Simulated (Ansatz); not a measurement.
Steps of a relaxation of C₃H₇FO, SMILES `CC(F)CO` with RKS PBE-D4/def2-SVP.

```sh
$ ansatz run in.yaml --threads 4 --pin off --events-out ev --progress --plain --max-ram 10444MiB
```

```yaml
crystal:
  periodic: [false, false, false]
  atoms:
    - {symbol: C, position_ang: [-1.414600, 0.334800, -0.238100]}
    - {symbol: C, position_ang: [0.037300, 0.314400, -0.423700]}
    - {symbol: F, position_ang: [0.527500, 1.533700, -0.085600]}
    - {symbol: C, position_ang: [0.757300, -0.726400, 0.468300]}
    - {symbol: O, position_ang: [2.085400, -0.826000, 0.190000]}
    - {symbol: H, position_ang: [-1.881200, 1.192000, -0.875100]}
    - {symbol: H, position_ang: [-1.699300, 0.616200, 0.790700]}
    - {symbol: H, position_ang: [-1.897200, -0.549900, -0.534500]}
    - {symbol: H, position_ang: [0.311300, 0.165800, -1.429000]}
    - {symbol: H, position_ang: [0.252400, -1.724100, 0.314900]}
    - {symbol: H, position_ang: [0.548500, -0.483500, 1.550500]}
    - {symbol: H, position_ang: [2.449700, 0.097800, 0.305500]}
basis:
  gaussian: {orbitals: def2-SVP}
hamiltonian: {xc: pbe, dispersion: d4}
relax: {f_tol: 0.03, max_steps: 200}
```

Positions (Å) and forces (eV/Å) along the path, 6 of 6 steps:

```xyz
12
step=1 energy=-7973.5419 eV
C    -1.415    0.335   -0.238   -1.543    3.190   -0.419
C     0.037    0.314   -0.424    0.231   -1.252    2.054
F     0.527    1.534   -0.086    1.024    1.899    0.535
C     0.757   -0.726    0.468   -2.098   -0.309    0.163
O     2.085   -0.826    0.190    2.008    0.867   -0.170
H    -1.881    1.192   -0.875    0.626   -1.099    0.653
H    -1.699    0.616    0.791    0.067   -0.251    0.281
H    -1.897   -0.550   -0.534   -0.937   -1.885   -0.480
H     0.311    0.166   -1.429    0.551   -0.685   -2.169
H     0.252   -1.724    0.315    0.394    0.304   -0.098
H     0.548   -0.483    1.550   -0.069    0.173   -0.193
H     2.450    0.098    0.305   -0.255   -0.952   -0.157
12
step=2 energy=-7973.8714 eV
C    -1.444    0.366   -0.233   -0.683    1.176   -0.111
C     0.039    0.316   -0.413    0.340   -0.871    0.305
F     0.586    1.551   -0.098    0.353    0.645    0.216
C     0.750   -0.732    0.461   -1.098    0.088    0.209
O     2.112   -0.806    0.213    0.726    0.277   -0.073
H    -1.885    1.192   -0.861    0.247   -0.400    0.266
H    -1.705    0.608    0.817   -0.004   -0.116    0.053
H    -1.942   -0.559   -0.527   -0.155   -0.537   -0.100
H     0.315    0.111   -1.454    0.078   -0.128   -0.615
H     0.289   -1.734    0.273    0.203    0.191   -0.040
H     0.503   -0.475    1.530    0.087   -0.051   -0.060
H     2.458    0.107    0.326   -0.095   -0.275   -0.052
12
step=3 energy=-7973.9282 eV
C    -1.456    0.393   -0.228   -0.004   -0.070    0.131
C     0.043    0.299   -0.427    0.025   -0.246    0.028
F     0.632    1.540   -0.121    0.067    0.111   -0.017
C     0.735   -0.733    0.465   -0.207    0.088   -0.039
O     2.120   -0.777    0.237    0.113   -0.106    0.012
H    -1.880    1.205   -0.842   -0.045    0.105   -0.081
H    -1.697    0.601    0.837    0.015   -0.006   -0.055
H    -1.953   -0.555   -0.518    0.029    0.008   -0.004
H     0.302    0.072   -1.490   -0.032    0.057    0.072
H     0.319   -1.739    0.242    0.036   -0.017    0.007
H     0.474   -0.498    1.532    0.030   -0.017   -0.052
H     2.439    0.138    0.347   -0.026    0.093   -0.003
12
step=4 energy=-7973.9319 eV
C    -1.457    0.398   -0.224    0.038   -0.067    0.037
C     0.043    0.290   -0.424   -0.025   -0.059   -0.080
F     0.642    1.534   -0.129    0.020   -0.009    0.009
C     0.733   -0.741    0.463   -0.020    0.061    0.014
O     2.124   -0.767    0.248    0.019   -0.041    0.004
H    -1.875    1.214   -0.844   -0.004    0.021   -0.017
H    -1.696    0.609    0.838   -0.004    0.009   -0.008
H    -1.956   -0.549   -0.514    0.016    0.035    0.004
H     0.293    0.065   -1.488   -0.013    0.029    0.038
H     0.336   -1.753    0.236    0.001    0.002   -0.007
H     0.466   -0.512    1.528    0.005   -0.019    0.013
H     2.424    0.157    0.344   -0.034    0.037   -0.006
12
step=5 energy=-7973.9331 eV
C    -1.454    0.400   -0.221    0.019   -0.001   -0.035
C     0.043    0.282   -0.426   -0.029    0.034   -0.011
F     0.652    1.524   -0.131   -0.007   -0.017   -0.003
C     0.731   -0.745    0.464    0.071   -0.017   -0.002
O     2.126   -0.757    0.258   -0.013    0.024    0.012
H    -1.866    1.217   -0.845    0.001   -0.018    0.015
H    -1.691    0.617    0.840    0.000    0.005    0.006
H    -1.960   -0.545   -0.508    0.004    0.019    0.006
H     0.289    0.061   -1.490   -0.002   -0.004    0.010
H     0.346   -1.761    0.229   -0.009    0.002   -0.002
H     0.457   -0.525    1.528   -0.009   -0.005    0.009
H     2.405    0.177    0.336   -0.025   -0.021   -0.006
12
step=6 energy=-7973.9334 eV
C    -1.452    0.403   -0.219    0.002    0.001    0.004
C     0.043    0.279   -0.428    0.002   -0.013   -0.018
F     0.658    1.518   -0.138   -0.001    0.016    0.005
C     0.733   -0.749    0.462   -0.006   -0.003    0.010
O     2.127   -0.749    0.265   -0.008    0.001    0.003
H    -1.865    1.217   -0.845    0.002    0.003   -0.001
H    -1.685    0.626    0.842    0.002    0.002    0.000
H    -1.962   -0.540   -0.500   -0.003   -0.005    0.002
H     0.285    0.053   -1.492    0.002    0.003    0.002
H     0.353   -1.765    0.220    0.001   -0.007   -0.003
H     0.450   -0.536    1.525   -0.007   -0.004    0.006
H     2.392    0.189    0.344    0.015    0.005   -0.010
```

Run time 7 s (4 threads of an Arm Neoverse V2 on a shared host); peak host memory 0.11 GiB.
